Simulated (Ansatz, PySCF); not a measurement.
System: C2H6N, charge 0, doublet. C2H6N (SMILES C[N]C, doublet).
B3LYP-D3(BJ)/def2-TZVP minimum from Ansatz (an electronic-structure program):
```xyz
9

C     -0.0072    -0.1765     1.1888
N      0.0467     0.6303     0.0038
C     -0.0178    -0.1612    -1.1908
H      0.8224    -0.8999     1.2161
H      0.0434     0.4479     2.0804
H     -0.9339    -0.7700     1.2248
H      0.8114    -0.8842    -1.2349
H      0.0249     0.4745    -2.0748
H     -0.9449    -0.7542    -1.2262
```
Charge 0, spin multiplicity 2.

Atomisation energy term by term, kcal/mol (programs: Ansatz). UHF or UKS for unpaired electrons; spin-orbit terms are left out. Correlated methods leave the cores frozen. Rows without X2C or -DK are non-relativistic. CBS(X,Y): correlation extrapolated as X^-3, Hartree-Fock from the larger set. A bracket is a step between two methods taken in the basis named. 'core' is core correlation in cc-pwCVTZ, 'X2C' scalar relativity in cc-pVTZ-DK, both at CCSD(T). For partners of very few electrons the exact lower level stands in for a higher one.

```json
[
 {"term": "Hartree-Fock", "basis": "cc-pVQZ", "kcal/mol": "562.76"},
 {"term": "CCSD correlation", "basis": "CBS(cc-pVTZ,cc-pVQZ)", "kcal/mol": "193.49"},
 {"term": "(T)", "basis": "CBS(cc-pVTZ,cc-pVQZ)", "kcal/mol": "10.19"},
 {"term": "CCSDT(Q) - CCSD(T)", "basis": "cc-pVDZ", "kcal/mol": "0.54"},
 {"term": "core correlation", "basis": "cc-pwCVTZ", "kcal/mol": "2.69"},
 {"term": "scalar relativity", "basis": "X2C, cc-pVTZ-DK", "kcal/mol": "-0.56"},
 {"term": "minus zero-point energy", "basis": "Hessian by PySCF at B3LYP-D3(BJ)/def2-TZVP", "kcal/mol": "-48.19"},
 {"term": "sum: D0", "basis": "", "kcal/mol": "720.9"}
]
```
